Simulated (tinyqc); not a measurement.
Worked calculation: RHF in the sto-3g basis, for H2F+, spin multiplicity 1. One step of it, computed by the program tinyqc.

Task: Iteration 2: diagonalisation and new density. Diagonalise F' = X^T F X, C = X C', fill 5 alpha and 5 beta electrons from the bottom; D = 2 C_occ C_occ^T. Each column has its largest component positive (the first on a tie).

Fock matrix F (hartree), lower triangle:
```
             1F 1s      1F 2s     1F 2px     1F 2py     1F 2pz      2H 1s      3H 1s
1F 1s   -25.570331
1F 2s    -6.573416  -3.165334
1F 2px    0.000000   0.000000  -0.522759
1F 2py    0.000000   0.000000   0.000000  -0.658084
1F 2pz   -0.010294  -0.150563   0.000000   0.000000  -0.569594
2H 1s    -1.042291  -0.957868   0.000000  -0.379612  -0.263546  -0.594171
3H 1s    -1.042291  -0.957868   0.000000   0.379612  -0.263546  -0.278841  -0.594171
```

X, lower triangle:
```
            1F 1s      1F 2s    1F 2px     1F 2py     1F 2pz      2H 1s     3H 1s
1F 1s    1.023715
1F 2s   -0.136102   1.143685
1F 2px   0.000000   0.000000  1.000000
1F 2py   0.000000   0.000000  0.000000   1.068992
1F 2pz  -0.005165   0.049655  0.000000   0.000000   1.020292
2H 1s    0.017694  -0.207310  0.000000  -0.169031  -0.085043   1.111421
3H 1s    0.017694  -0.207310  0.000000   0.169031  -0.085043  -0.065227  1.111421
```

Give: F' = X^T F X; orbital energies; coefficients C; D after iteration 2.

Result:

F' = X^T F X (hartree), lower triangle:
```
          1        2        3        4        5        6        7
1  -25.0913
2   -3.4011  -1.8593
3    0.0000   0.0000  -0.5228
4    0.0000   0.0000   0.0000  -0.4957
5   -0.0183  -0.0553   0.0000   0.0000  -0.5200
6   -0.1303  -0.3940   0.0000  -0.3176  -0.1784  -0.2453
7   -0.1303  -0.3940   0.0000   0.3176  -0.1784  -0.0731  -0.2453
```

orbital energies (hartree): MO1 -25.5817, MO2 -1.6082, MO3 -0.8112, MO4 -0.5912, MO5 -0.5228, MO6 -0.0079, MO7 0.1434

coefficients C:
```
            MO1      MO2      MO3      MO4     MO5      MO6      MO7
1F 1s    0.9942  -0.2496   0.0000   0.0751  0.0000   0.1042   0.0000
1F 2s    0.0249   0.9366   0.0000  -0.3600  0.0000  -0.6384   0.0000
1F 2px   0.0000   0.0000   0.0000   0.0000  1.0000   0.0000   0.0000
1F 2py   0.0000   0.0000   0.7372   0.0000  0.0000   0.0000   0.8102
1F 2pz   0.0019   0.1357   0.0000   0.8770  0.0000  -0.5201   0.0000
2H 1s   -0.0044   0.0925   0.3401   0.2111  0.0000   0.7380  -0.7779
3H 1s   -0.0044   0.0925  -0.3401   0.2111  0.0000   0.7380   0.7779
```

D after iteration 2, lower triangle:
```
          1F 1s    1F 2s  1F 2px   1F 2py  1F 2pz    2H 1s   3H 1s
1F 1s    2.1126
1F 2s   -0.4722   2.0149
1F 2px   0.0000   0.0000  2.0000
1F 2py   0.0000   0.0000  0.0000   1.0869
1F 2pz   0.0677  -0.3772  0.0000   0.0000  1.5750
2H 1s   -0.0232   0.0210  0.0000   0.5014  0.3954   0.3376
3H 1s   -0.0232   0.0210  0.0000  -0.5014  0.3954  -0.1250  0.3376
```
